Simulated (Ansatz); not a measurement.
Ansatz (a program for electronic structure) input (B3LYP-D3(BJ)/def2-TZVP):

Ansatz 0.2 input:
```yaml
crystal:
  periodic: [false, false, false]
  atoms:
    - {symbol: C, position_ang: [0.05421122, 0.70484056, 0.00025981]}
    - {symbol: N, position_ang: [0.04393301, -0.75753911, 0.00046505]}
    - {symbol: H, position_ang: [-0.93688026, 1.17928349, -0.00704903]}
    - {symbol: H, position_ang: [-0.44952413, -1.11274988, 0.81056760]}
    - {symbol: H, position_ang: [-0.43767370, -1.11306154, -0.81660260]}
    - {symbol: H, position_ang: [0.58924350, 1.06029739, 0.88241211]}
    - {symbol: H, position_ang: [0.60203622, 1.05996094, -0.87414231]}
basis:
  gaussian:
    orbitals: def2-TZVP
hamiltonian:
  xc: b3lyp
  dispersion: d3bj
phonons: {temperatures: {t_min: 298.15, t_max: 298.15, t_step: 100}}
```

Output:

```
Functional definition: B3LYP
integrals: 0.02 GiB planned
555 factors; their error is unknown
mean field: 0.20 GiB planned
mean field evaluation 1: about -2601.8950 eV, gradient 6.1e1 eV
mean field evaluation 2: about -2593.6139 eV, gradient 8.4e1 eV
mean field evaluation 4: about -2609.5838 eV, gradient 4.1e0 eV
mean field evaluation 8: about -2609.6050 eV, gradient 3.5e-2 eV
mean field -2609.60497253 eV, -95.9012138866 hartree, gradient 2.6e-5 eV, S^2 0.000000; 0 other end points of the search recorded, 0 dependent functions left out
the calculation of the forces begins
reference -2609.60517308 eV, -95.9012212569 hartree; 9, 9 occupied and 83, 83 virtual orbitals, 555 factors
these checks for a lower state are left out or cut short: stability, starts, cluster_reference, orbital_swaps, neighbouring_geometries, increment
integrals: 0.02 GiB planned
555 factors; their error is unknown
mean field: 0.20 GiB planned
mean field evaluation 16: about -2609.6169 eV, gradient 4.1e-1 eV
mean field -2609.60480604 eV, -95.9012077683 hartree, gradient 1.2e-6 eV, S^2 0.000000; 0 other end points of the search recorded, 0 dependent functions left out
the calculation of the forces begins
reference -2609.60500656 eV, -95.9012151374 hartree; 9, 9 occupied and 83, 83 virtual orbitals, 555 factors
these checks for a lower state are left out or cut short: stability, starts, cluster_reference, orbital_swaps, neighbouring_geometries, increment
integrals: 0.02 GiB planned
555 factors; their error is unknown
mean field: 0.20 GiB planned
mean field -2609.60480597 eV, -95.9012077658 hartree, gradient 1.2e-6 eV, S^2 0.000000; 0 other end points of the search recorded, 0 dependent functions left out
the calculation of the forces begins
reference -2609.60500656 eV, -95.9012151374 hartree; 9, 9 occupied and 83, 83 virtual orbitals, 555 factors
these checks for a lower state are left out or cut short: stability, starts, cluster_reference, orbital_swaps, neighbouring_geometries, increment
integrals: 0.02 GiB planned
555 factors; their error is unknown
mean field: 0.20 GiB planned
mean field evaluation 32: about -2609.6169 eV, gradient 4.2e-1 eV
mean field -2609.60481513 eV, -95.9012081025 hartree, gradient 1.2e-6 eV, S^2 0.000000; 0 other end points of the search recorded, 0 dependent functions left out
the calculation of the forces begins
reference -2609.60501556 eV, -95.9012154679 hartree; 9, 9 occupied and 83, 83 virtual orbitals, 555 factors
these checks for a lower state are left out or cut short: stability, starts, cluster_reference, orbital_swaps, neighbouring_geometries, increment
integrals: 0.02 GiB planned
555 factors; their error is unknown
mean field: 0.20 GiB planned
mean field -2609.60480802 eV, -95.9012078412 hartree, gradient 1.2e-6 eV, S^2 0.000000; 0 other end points of the search recorded, 0 dependent functions left out
the calculation of the forces begins
reference -2609.60500871 eV, -95.9012152164 hartree; 9, 9 occupied and 83, 83 virtual orbitals, 555 factors
these checks for a lower state are left out or cut short: stability, starts, cluster_reference, orbital_swaps, neighbouring_geometries, increment
integrals: 0.02 GiB planned
555 factors; their error is unknown
mean field: 0.20 GiB planned
mean field -2609.60488736 eV, -95.9012107567 hartree, gradient 1.2e-6 eV, S^2 0.000000; 0 other end points of the search recorded, 0 dependent functions left out
the calculation of the forces begins
reference -2609.60508782 eV, -95.9012181235 hartree; 9, 9 occupied and 83, 83 virtual orbitals, 555 factors
these checks for a lower state are left out or cut short: stability, starts, cluster_reference, orbital_swaps, neighbouring_geometries, increment
integrals: 0.02 GiB planned
[...]
the calculation of the forces begins
reference -2609.60509479 eV, -95.9012183798 hartree; 9, 9 occupied and 83, 83 virtual orbitals, 555 factors
these checks for a lower state are left out or cut short: stability, starts, cluster_reference, orbital_swaps, neighbouring_geometries, increment
integrals: 0.02 GiB planned
555 factors; their error is unknown
mean field: 0.20 GiB planned
mean field evaluation 96: about -2609.6050 eV, gradient 4.9e-3 eV
mean field -2609.60495780 eV, -95.9012133454 hartree, gradient 1.2e-6 eV, S^2 0.000000; 0 other end points of the search recorded, 0 dependent functions left out
the calculation of the forces begins
reference -2609.60515840 eV, -95.9012207173 hartree; 9, 9 occupied and 83, 83 virtual orbitals, 555 factors
these checks for a lower state are left out or cut short: stability, starts, cluster_reference, orbital_swaps, neighbouring_geometries, increment
integrals: 0.02 GiB planned
555 factors; their error is unknown
mean field: 0.20 GiB planned
mean field -2609.60494232 eV, -95.9012127764 hartree, gradient 1.2e-6 eV, S^2 0.000000; 0 other end points of the search recorded, 0 dependent functions left out
the calculation of the forces begins
reference -2609.60514283 eV, -95.9012201452 hartree; 9, 9 occupied and 83, 83 virtual orbitals, 555 factors
these checks for a lower state are left out or cut short: stability, starts, cluster_reference, orbital_swaps, neighbouring_geometries, increment
integrals: 0.02 GiB planned
555 factors; their error is unknown
mean field: 0.20 GiB planned
mean field -2609.60493684 eV, -95.9012125751 hartree, gradient 1.2e-6 eV, S^2 0.000000; 0 other end points of the search recorded, 0 dependent functions left out
the calculation of the forces begins
reference -2609.60513745 eV, -95.9012199472 hartree; 9, 9 occupied and 83, 83 virtual orbitals, 555 factors
these checks for a lower state are left out or cut short: stability, starts, cluster_reference, orbital_swaps, neighbouring_geometries, increment
integrals: 0.02 GiB planned
555 factors; their error is unknown
mean field: 0.20 GiB planned
mean field -2609.60493993 eV, -95.9012126887 hartree, gradient 1.2e-6 eV, S^2 0.000000; 0 other end points of the search recorded, 0 dependent functions left out
the calculation of the forces begins
reference -2609.60514044 eV, -95.9012200573 hartree; 9, 9 occupied and 83, 83 virtual orbitals, 555 factors
these checks for a lower state are left out or cut short: stability, starts, cluster_reference, orbital_swaps, neighbouring_geometries, increment
integrals: 0.02 GiB planned
555 factors; their error is unknown
mean field: 0.20 GiB planned
mean field -2609.60492976 eV, -95.9012123149 hartree, gradient 1.2e-6 eV, S^2 0.000000; 0 other end points of the search recorded, 0 dependent functions left out
the calculation of the forces begins
reference -2609.60513033 eV, -95.9012196856 hartree; 9, 9 occupied and 83, 83 virtual orbitals, 555 factors
these checks for a lower state are left out or cut short: stability, starts, cluster_reference, orbital_swaps, neighbouring_geometries, increment
integrals: 0.02 GiB planned
555 factors; their error is unknown
mean field: 0.20 GiB planned
mean field evaluation 128: about -2609.6173 eV, gradient 1.3e-4 eV
mean field -2609.60495109 eV, -95.9012130986 hartree, gradient 1.2e-6 eV, S^2 0.000000; 0 other end points of the search recorded, 0 dependent functions left out
the calculation of the forces begins
reference -2609.60515163 eV, -95.9012204686 hartree; 9, 9 occupied and 83, 83 virtual orbitals, 555 factors
these checks for a lower state are left out or cut short: stability, starts, cluster_reference, orbital_swaps, neighbouring_geometries, increment
integrals: 0.02 GiB planned
555 factors; their error is unknown
mean field: 0.20 GiB planned
mean field -2609.60488208 eV, -95.9012105627 hartree, gradient 1.2e-6 eV, S^2 0.000000; 0 other end points of the search recorded, 0 dependent functions left out
the calculation of the forces begins
reference -2609.60508262 eV, -95.9012179325 hartree; 9, 9 occupied and 83, 83 virtual orbitals, 555 factors
these checks for a lower state are left out or cut short: stability, starts, cluster_reference, orbital_swaps, neighbouring_geometries, increment
integrals: 0.02 GiB planned
555 factors; their error is unknown
mean field: 0.20 GiB planned
mean field -2609.60487279 eV, -95.9012102213 hartree, gradient 1.2e-6 eV, S^2 0.000000; 0 other end points of the search recorded, 0 dependent functions left out
the calculation of the forces begins
reference -2609.60507337 eV, -95.9012175924 hartree; 9, 9 occupied and 83, 83 virtual orbitals, 555 factors
these checks for a lower state are left out or cut short: stability, starts, cluster_reference, orbital_swaps, neighbouring_geometries, increment
integrals: 0.02 GiB planned
555 factors; their error is unknown
mean field: 0.20 GiB planned
mean field -2609.60494140 eV, -95.9012127426 hartree, gradient 1.2e-6 eV, S^2 0.000000; 0 other end points of the search recorded, 0 dependent functions left out
the calculation of the forces begins
reference -2609.60514200 eV, -95.9012201145 hartree; 9, 9 occupied and 83, 83 virtual orbitals, 555 factors
these checks for a lower state are left out or cut short: stability, starts, cluster_reference, orbital_swaps, neighbouring_geometries, increment
integrals: 0.02 GiB planned
555 factors; their error is unknown
mean field: 0.20 GiB planned
mean field evaluation 160: about -2609.6049 eV, gradient 1.2e-6 eV
mean field -2609.60493283 eV, -95.9012124279 hartree, gradient 1.2e-6 eV, S^2 0.000000; 0 other end points of the search recorded, 0 dependent functions left out
the calculation of the forces begins
reference -2609.60513335 eV, -95.9012197967 hartree; 9, 9 occupied and 83, 83 virtual orbitals, 555 factors
these checks for a lower state are left out or cut short: stability, starts, cluster_reference, orbital_swaps, neighbouring_geometries, increment
integrals: 0.02 GiB planned
555 factors; their error is unknown
mean field: 0.20 GiB planned
mean field -2609.60495528 eV, -95.9012132528 hartree, gradient 1.2e-6 eV, S^2 0.000000; 0 other end points of the search recorded, 0 dependent functions left out
the calculation of the forces begins
reference -2609.60515589 eV, -95.9012206250 hartree; 9, 9 occupied and 83, 83 virtual orbitals, 555 factors
these checks for a lower state are left out or cut short: stability, starts, cluster_reference, orbital_swaps, neighbouring_geometries, increment
integrals: 0.02 GiB planned
555 factors; their error is unknown
mean field: 0.20 GiB planned
mean field -2609.60493776 eV, -95.9012126090 hartree, gradient 1.2e-6 eV, S^2 0.000000; 0 other end points of the search recorded, 0 dependent functions left out
the calculation of the forces begins
reference -2609.60513827 eV, -95.9012199776 hartree; 9, 9 occupied and 83, 83 virtual orbitals, 555 factors
these checks for a lower state are left out or cut short: stability, starts, cluster_reference, orbital_swaps, neighbouring_geometries, increment
integrals: 0.02 GiB planned
555 factors; their error is unknown
mean field: 0.20 GiB planned
mean field -2609.60490508 eV, -95.9012114080 hartree, gradient 1.2e-6 eV, S^2 0.000000; 0 other end points of the search recorded, 0 dependent functions left out
the calculation of the forces begins
reference -2609.60510570 eV, -95.9012187806 hartree; 9, 9 occupied and 83, 83 virtual orbitals, 555 factors
these checks for a lower state are left out or cut short: stability, starts, cluster_reference, orbital_swaps, neighbouring_geometries, increment
integrals: 0.02 GiB planned
555 factors; their error is unknown
mean field: 0.20 GiB planned
mean field -2609.60489599 eV, -95.9012110740 hartree, gradient 1.2e-6 eV, S^2 0.000000; 0 other end points of the search recorded, 0 dependent functions left out
the calculation of the forces begins
reference -2609.60509649 eV, -95.9012184421 hartree; 9, 9 occupied and 83, 83 virtual orbitals, 555 factors
Total energy: -2609.72347043 eV, -95.9055686043 hartree
Atom 0 at     0.054211     0.704841     0.000260 Å, force    -0.000506     0.000030    -0.000004 eV/Å
Atom 1 at     0.043933    -0.757539     0.000465 Å, force    -0.000516    -0.001578    -0.000003 eV/Å
Atom 2 at    -0.936880     1.179283    -0.007049 Å, force    -0.000081     0.000469    -0.000001 eV/Å
Atom 3 at    -0.449524    -1.112750     0.810568 Å, force     0.000553     0.000683    -0.000355 eV/Å
Atom 4 at    -0.437674    -1.113062    -0.816603 Å, force     0.000548     0.000684     0.000362 eV/Å
Atom 5 at     0.589244     1.060297     0.882412 Å, force     0.000002    -0.000144    -0.000143 eV/Å
Atom 6 at     0.602036     1.059961    -0.874142 Å, force     0.000000    -0.000144     0.000143 eV/Å
Dipole moment:    -0.271805     0.068519    -0.001993 e Å
Vibrations: 302.34 829.69 975.86 1056.77 1168.56 1347.08 1459.27 1496.38 1517.99 1665.60 2965.61 3058.97 3094.26 3490.31 3564.72 cm⁻¹, zero-point energy 1.735371 eV
```
